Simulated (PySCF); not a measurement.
Atoms are numbered as in `[BH2:1][C:2]#[CH:3]` (H(Xn): hydrogen on atom n).

Computational details: NMR shieldings at HF/pcSseg-2/GIAO, PBE0-D3(BJ)/def2-SVP structure, B3LYP/pcJ-1 coupling constants, in PySCF 2.14 (gas phase, one conformer, non-relativistic Hamiltonian, averaged over atoms made equivalent by symmetry, fast rotation or ring inversion).

**Question.** List the cross peaks expected in HSQC, COSY and HMBC spectra.

**Answer.** 

HSQC (one-bond C–H):
```tsv
δH	δC	1J(C,H) (Hz)
6.07 (H(C3))	151.7 (C3)	266
```

COSY cross peaks (|J| ≥ 2 Hz):
```tsv
δH	δH	abs. J (Hz)	bonds
6.11 (H(B1))	6.07 (H(C3))	2.7	4
```

HMBC (two and three bonds, |J| ≥ 2.5 Hz):
```tsv
δH	δC [abs. J in Hz]
6.11 (H(B1))	151.7 (C3) [4.7], 79.8 (C2) [3.4]
6.07 (H(C3))	79.8 (C2) [46.4]
```

δ = σ(ref) − σ, references computed at the same level: TMS for 1H and 13C.

Hydrogens on boron are broadened and split by 11B (spin 3/2, 80 %) and 10B (spin 3). A carbon bonded to boron is broadened by the quadrupolar boron nucleus and is often missing from a measured spectrum. Shifts are as computed, not scaled to solution data. Of 1211 compounds with measured shifts, 218 miss one by over three times the rms of a fit or turn the order of signals round; such compounds aren't used in these exercises.
